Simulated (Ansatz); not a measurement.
```yaml
crystal:
  periodic: [false, false, false]
  atoms:
    - {symbol: C, position_ang: [-3.148554, 0.979302, 1.477739]}
    - {symbol: N, position_ang: [-0.830988, -1.075845, 0.770494]}
    - {symbol: C, position_ang: [1.386002, -0.197746, -0.585682]}
    - {symbol: N, position_ang: [3.834750, -1.807501, -1.211058]}
    - {symbol: F, position_ang: [1.735215, 2.592144, -1.558181]}
    - {symbol: H, position_ang: [-2.365781, 2.789508, 2.862011]}
    - {symbol: H, position_ang: [-4.873197, -0.178761, 2.675148]}
    - {symbol: H, position_ang: [-4.133990, 1.950295, -0.494973]}
    - {symbol: H, position_ang: [4.999166, -1.175341, -2.983017]}
    - {symbol: H, position_ang: [3.580196, -3.989137, -0.945663]}
basis:
  gaussian: {orbitals: def2-TZVPD}
hamiltonian: {xc: {name: rPW86-PBE}, dispersion: d4}
output: {forces: true}
```

```sh
$ ansatz run in.yaml --threads 4 --pin off --events-out ev --progress --plain --max-ram 10444MiB
```

Shortened log:

```
Functional definition: rPW86-PBE
1158 factors; their error is unknown
mean field evaluation 1: about -7731.1255 eV, gradient 1.7e2 eV
mean field evaluation 2: about -6674.1774 eV, gradient 3.4e2 eV
mean field evaluation 4: about -7231.6994 eV, gradient 3.0e2 eV
mean field evaluation 8: about -7827.1099 eV, gradient 1.5e1 eV
mean field evaluation 16: about -7828.1380 eV, gradient 1.3e1 eV
mean field evaluation 32: about -7828.5481 eV, gradient 1.5e-5 eV
mean field -7828.54810112 eV, -287.6938363355 hartree, gradient 2.4e-6 eV, S^2 0.000000; 10 other end points of the search recorded, 0 dependent functions left out
reference -7828.54831002 eV, -287.6938440125 hartree; 20, 20 occupied and 213, 213 virtual orbitals, 1158 factors
Total energy: -7828.64742148 eV, -287.6974862914 hartree
Atom 0 at    -3.148554     0.979302     1.477739 Å, force    -0.931144     0.756401     0.230923 eV/Å
Atom 1 at    -0.830988    -1.075845     0.770494 Å, force     1.077102     1.180752    -0.844019 eV/Å
Atom 2 at     1.386002    -0.197746    -0.585682 Å, force    -0.877113    -0.019334     0.601664 eV/Å
Atom 3 at     3.834750    -1.807501    -1.211058 Å, force     0.243404    -1.081168    -1.216012 eV/Å
Atom 4 at     1.735215     2.592144    -1.558181 Å, force    -0.181629    -1.022771     0.342033 eV/Å
Atom 5 at    -2.365781     2.789508     2.862011 Å, force    -0.550651    -1.402325    -1.056714 eV/Å
Atom 6 at    -4.873197    -0.178761     2.675148 Å, force     1.378622     0.863167    -0.935495 eV/Å
Atom 7 at    -4.133990     1.950295    -0.494973 Å, force     0.781528    -0.762192     1.496278 eV/Å
Atom 8 at     4.999166    -1.175341    -2.983017 Å, force    -1.294697    -0.871237     1.867959 eV/Å
Atom 9 at     3.580196    -3.989137    -0.945663 Å, force     0.354577     2.358708    -0.486616 eV/Å
Dipole moment:    -0.312752    -0.914740     0.338044 e Å
```

(1) What is wrong with this run?

Results:

(1) The geometry is stretched to more than twice its size. Self-consistency was reached. The result belongs to that input, not to the molecule as meant.
